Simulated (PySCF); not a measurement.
**PS(OH): fields on a plane**

Level of theory: PySCF, PBE0, basis P def2-TZVP, S def2-TZVP, O def2-TZVP, H def2-TZVP (no relativity, density fitting).

The singlet minimum has O–H 0.969 Å, P–O 1.614 Å, P–S 1.909 Å; H–O–P 113.0°, O–P–S 109.9°.

The plane holds P1 at (0.00, 0.00), S2 at (1.91, 0.00), O3 at (-0.55, 1.52), H4 at (0.16, 2.18) Å. Columns run from x = -2.55 to 4.35 Å, rows from y = 4.35 (top) to -1.95 Å, in steps of 0.3 Å. Other isomers or separated fragments may lie lower.

Task: Give the electron density (e/Å³) (cut at 5 e/Å³). Every second row and column.

Result: 
```
0.00 0.00 0.00 0.00 0.00 0.00 0.00 0.00 0.00 0.00 0.00 0.00
0.00 0.00 0.00 0.00 0.00 0.00 0.00 0.00 0.00 0.00 0.00 0.00
0.00 0.00 0.01 0.01 0.02 0.02 0.00 0.00 0.00 0.00 0.00 0.00
0.00 0.01 0.05 0.19 0.41 0.22 0.02 0.00 0.00 0.00 0.00 0.00
0.00 0.03 0.39 3.23 2.88 0.65 0.04 0.02 0.02 0.01 0.00 0.00
0.00 0.03 0.61 5.00 3.97 0.35 0.11 0.16 0.14 0.05 0.01 0.00
0.00 0.02 0.16 0.97 1.29 0.54 0.52 0.94 0.88 0.24 0.03 0.00
0.00 0.01 0.11 0.60 5.00 2.28 1.29 5.00 5.00 0.53 0.06 0.01
0.00 0.01 0.12 0.68 2.22 0.85 0.90 1.70 1.49 0.39 0.04 0.00
0.00 0.01 0.05 0.20 0.34 0.22 0.22 0.41 0.36 0.11 0.02 0.00
0.00 0.00 0.01 0.03 0.04 0.03 0.04 0.05 0.05 0.02 0.00 0.00
```

Task: Give the electrostatic potential (V) (cut at 20 V). Lower edges of the bins (V): '0' -0.87, '1' -0.75, '2' -0.56, '3' -0.25, '4' 0.25, '5' 1.02, '6' 2.26, '7' 4.21, '8' 7.31, '9' 12.22; top 20.0.

Result: 
```
333344444444444444333333
333344444444444444333333
333344445555544444333333
333334455555554444333333
333334456666554444333333
322234567776654443333333
222234678997654433333333
210036899998654433333333
210058999997654332223333
210269999987654332222233
221369999976555543322233
223468999987667776433333
333467999998889998643333
334568999999999999754333
334568999999999999864333
334568999999999999864333
333457999999999999754333
333346799998789998643333
333334678877667776433333
333333456665444443322223
333333344544322211222222
333333334443321111122222
```
